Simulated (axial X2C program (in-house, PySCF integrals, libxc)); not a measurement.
# Si₂⁻: cheaper levels and CCSD(T), with spin–orbit coupling

Computed with an axial X2C code built on PySCF integrals. Two-component (2c) means X2C with spin–orbit coupling and atomic mean-field two-electron Coulomb and Gaunt terms. Basis: Si dyall-av3z [9s8p3d2f] (cores contracted in-house); Gaussian nuclei, density fitting, unrestricted open shells. Masses: Si 27.977 u.

State: Ω = 3/2 (⟨Sz⟩ = 0.50, ⟨Lz⟩ = 1.00 at HF); fragments Si- + Si.

```csv
level,Re (Å),ωe (cm⁻¹),De (eV)
PBE0,2.183,561.8,3.80
HF,2.159,608.9,1.80
CCSD,2.190,560.3,3.56
B97-3,2.188,556.9,4.10
```

Correlated methods: 9 electrons correlated (number of frozen shells: Si 2 s, 1 p), 203 virtual spin orbitals or spinors in MP2, 90 natural virtuals in coupled cluster.

CCSD(T), same Hamiltonian and basis:

Re = 2.207 Å, ωe = 536.7 cm⁻¹, De = 3.83 eV; T1 = 0.020 (Lee–Taylor normalisation).

Problem. Give the differences from CCSD(T) in the columns below.

Solution. 

```tsv
level	ΔRe (Å)	Δωe (cm⁻¹)	ΔDe (eV)
PBE0	-0.024	25	-0.03
HF	-0.048	72	-2.03
CCSD	-0.017	24	-0.27
B97-3	-0.019	20	0.27
```

The state is one determinant whose occupation by symmetry is held fixed; it was picked as the lowest of a PBE0 search that is not exhaustive. De is counted from the lowest determinant-based energies of the atoms at the same level, without counterpoise correction. Density functionals use the spin component along the axis (collinear). Coupled cluster ran in a truncated set of natural virtual spinors; the MP2 energy of the rest was added. (T) has no such correction and the atoms are truncated less, which lowers De at CCSD(T) by a hundredth of an eV or more. A 2c atom that is not at its ground J level misses part of its spin–orbit lowering, and De is too large by that part (0.04 eV or less for light atoms). This holds for PBE0, CCSD, B97-3, CCSD(T). PBE0 can misorder states that lie within some tenths of an eV, so this need not be the ground state of the molecule. The nearest other 2c determinant of the search, Ω = 1/2, lies 0.02 eV up at the distance of the search. Without a current term, density functionals place determinants with orbital angular momentum somewhat too high. Hartree–Fock gets electron affinities wrong, so its lowest charge split need not be the true one.
